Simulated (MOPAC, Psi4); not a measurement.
Relaxed torsion scan: C4H5N, SMILES C(/C=C\C)#N. Scanned: dihedral H6–C1–C2–C3; all other coordinates were relaxed at B3LYP-D3(BJ)/def2-SVP. Heavy atoms are numbered in the order of the SMILES C/C=C\C#N, hydrogens after them in the order of the atoms that carry them; the mirror image has the same energies with the sign of each dihedral reversed.

PM6, restricted, heats of formation // B3LYP-D3(BJ)/def2-SVP (MOPAC); AM1, restricted, heats of formation // B3LYP-D3(BJ)/def2-SVP (MOPAC); HF/cc-pVTZ // B3LYP-D3(BJ)/def2-SVP (Psi4).

Energies in kcal/mol, each method relative to its own lowest point.

```
φ / °   PM6   AM1  HF/cc-pVTZ
-----  ----  ----  ----------
0      0.00  0.00        0.00
10     0.01  0.04        0.10
20     0.04     …        0.38
30     0.09     …        0.79
40     0.14  0.52           …
50     0.17  0.68        1.52
60     0.18  0.74        1.63
70     0.17  0.68        1.50
80     0.14  0.53        1.19
90     0.10     …        0.79
100    0.04  0.16           …
110    0.01  0.04        0.12
```

Q: What belongs in the gaps?

A: 
- 20, AM1: 0.15
- 30, AM1: 0.33
- 40, HF/cc-pVTZ: 1.21
- 90, AM1: 0.35
- 100, HF/cc-pVTZ: 0.40
